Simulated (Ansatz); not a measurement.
Born–Oppenheimer molecular dynamics of C₂H₇B (10 atoms, charge 0, multiplicity 1). It starts at the highest image of a converged band. Of that band: A structure lower than the last end lies on the path between it and the top, so the climb from that side starts below the end, which may itself be a saddle point or a shallow side well. Neighbouring images differ by up to 5.0 eV, so the band resolves the path poorly. A vibrational analysis at the climbing image gives one clearly imaginary mode, 1605i cm⁻¹: a first-order saddle point.

The calculation used RHF/6-31G* in Ansatz 0.2.0.

| Item | Value |
| --- | --- |
| ensemble | NVE (velocity Verlet) |
| time step | 0.5 fs |
| steps asked | 200 |
| starting velocities drawn for | 300 K |
| seed | 7906 |

First frame:

```xyz
10
Properties=species:S:1:pos:R:3
B 0.370 0.422 -0.646
C 0.752 0.074 1.343
H -0.119 0.544 1.780
H 0.674 -1.006 1.355
H 1.641 0.380 1.884
H 1.284 0.618 0.194
C -1.087 -0.166 -0.690
H -1.184 -1.144 -0.224
H -1.753 0.510 -0.152
H -1.454 -0.234 -1.708
```

(1) What does the run give?

(2) What happens to the structure?

(3) How do temperature and energy run in time?

## Answers

(1) All steps were run.

```yaml
steps_done: 200
time_covered: 100 fs
mean_temperature_over_the_second_half: 1948 K
spread_of_the_potential_energy_over_the_second_half: 4.6 meV per atom
mean_potential_energy_of_the_second_half_above_the_start: -170.4 meV per atom
```

The conserved energy stayed within 0.31 meV per atom of its start (net change 0.16 meV per atom), so the integration is sound. The system heated up, since it started high on the potential surface and ran downhill. A run of 0.1 ps of so small a system gives no equilibrium averages. The orbitals stay closed-shell, which can raise the energy where a bond breaks towards radicals; this wasn't checked here.

(2) The step under study would form C2–H6 and break B1–C2, B1–H6. These pairs go: C2–H6 1.38 → 1.03 Å, B1–C2 2.06 → 7.70 Å, B1–H6 1.26 → 8.72 Å. In the last frame they stand as after the step (other bonds may differ from the relaxed reactants and products). It ends as CH3B + CH4. Pairs count as bonded within 1.25 times the sum of covalent radii (0.12 Å more for H–H). This is one draw of velocities; another would differ in detail.

(3) 
```
time (fs)  T (K)  potential energy less start (eV)  conserved less start (meV/atom)
      0.0    300                             0.000                             0.00
      5.0    403                            -0.107                            -0.10
     10.0    794                            -0.513                            -0.20
     15.0   1193                            -0.923                            -0.03
     20.0   1574                            -1.320                            -0.20
     25.0   1706                            -1.454                            -0.01
     30.0   1873                            -1.628                            -0.13
     35.0   1845                            -1.597                             0.05
     40.0   1926                            -1.681                            -0.01
     45.0   1879                            -1.632                             0.04
     50.0   1942                            -1.698                             0.02
     55.0   1916                            -1.670                             0.06
     60.0   1978                            -1.735                             0.07
     65.0   1934                            -1.689                             0.03
     70.0   1926                            -1.680                             0.10
     75.0   1936                            -1.692                             0.04
     80.0   1946                            -1.701                             0.11
     85.0   1986                            -1.743                             0.03
     90.0   1918                            -1.672                             0.14
     95.0   1931                            -1.686                             0.06
    100.0   1863                            -1.614                             0.16
```

Time of the run: 91 s on 1 thread of Intel(R) Xeon(R) 6975P-C (Granite Rapids) (shared host), peak memory 0.12 GiB.
